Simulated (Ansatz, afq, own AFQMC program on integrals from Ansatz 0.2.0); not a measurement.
Two steps: Ansatz 0.2.0 writes the Fock matrix and Cholesky factors of the valence space, and afq projects on them the lowest state that overlaps trial and start.

```yaml
crystal:
  periodic: [false, false, false]
  atoms:
    - {symbol: Cu, position_ang: [-0.377161, 0.002910, 0.002316]}
    - {symbol: C, position_ang: [1.523640, -0.011756, -0.009355]}
    - {symbol: H, position_ang: [1.866198, -1.047900, -0.006366]}
    - {symbol: H, position_ang: [1.883641, 0.506670, 0.880916]}
    - {symbol: H, position_ang: [1.872582, 0.497849, -0.909073]}
basis:
  gaussian: {orbitals: def2-SVP}
magnetization: {spin_polarized: false}
correlation: {method: ccsd_t, electrons: outside_noble_gas, hamiltonian_folder: ham}
```

```sh
$ ansatz run in.yaml --threads 1 --pin off --events-out ev --progress --plain --max-ram 16896MiB --backend cuda --devices 0, --max-vram 18GiB
```

Options of the walk:

```
--method free --trial cisd --walkers 4000 --time-step 0.03 --max-blocks 4000 --target-error 0.00052 --factor-cut 1e-05 --seed 9872 --times 0,0.21,0.42,0.81,1.2,1.8,2.4,3 --taylor-order 8
```

Times are imaginary, in 1/Eh. The walk had a cap of 64 s.

Output of the walk:

```
orbitals 50  electrons 9 9  factors 434 of 652
reference energy -1678.24486278 Eh
CCSD correlation -0.45134330 Eh in 15 cycles, weight of the determinant in the CISD state 0.8433
repeat  energy at the last time / Eh  error
    10  -1678.713495  0.000870
    20  -1678.714551  0.000865
    30  -1678.714583  0.000693
    40  -1678.714373  0.000613
    50  -1678.714539  0.000574
time / (1/Eh)  energy / Eh  error  mean overlap
  0.00  -1678.696043  0.000153  1.1856
  0.21  -1678.705722  0.000132  1.1858
  0.42  -1678.709208  0.000151  1.1866
  0.81  -1678.711925  0.000142  1.1871
  1.20  -1678.713010  0.000193  1.1913
  1.80  -1678.713899  0.000240  1.1955
  2.40  -1678.714290  0.000381  1.2058
  3.00  -1678.714573  0.000528  1.2071
energy -1678.714573 +/- 0.000528 Eh
```

The run passed its tests (error under three times the target), which doesn't prove that it has relaxed, ending at its cap on processor time.

Against this walk (error 14.4 meV) on the same determinant: CCSD(T) 17.0 meV lower (within the noise), CCSDT(Q) 16.6 meV higher (within the noise). The error is statistical, and a free projection of finite length keeps a remainder of its start. The last points still move (meV from the last: 72 ± 4 at 0.81, 43 ± 5 at 1.20, 18 ± 7 at 1.80, 8 ± 10 at 2.40, 0 ± 14 at 3.00), but the last one has reached CCSDT(Q) within the noise or passed it, so little can be left to fall.

Cautions: remainder of the start not in the error; no relativity below Rb; outer-core shells of the metal frozen; higher spins were not checked.

The walk took 65 s on 1 × NVIDIA H100 80GB HBM3 with 2 threads of AMD EPYC 7R13 Processor (Zen 3), on a shared host (the card was shared). The log's last line is the free-projection energy.

CCSDT and higher add their correlation energy to the determinant of the CCSD(T) run, since their own runs factorise the integrals more tightly (a shift of under 2 meV). A walk keeps the symmetry of its determinant, which the program's search chose and which needn't be the lowest solution, so a lower state of the same spin and another symmetry isn't excluded.
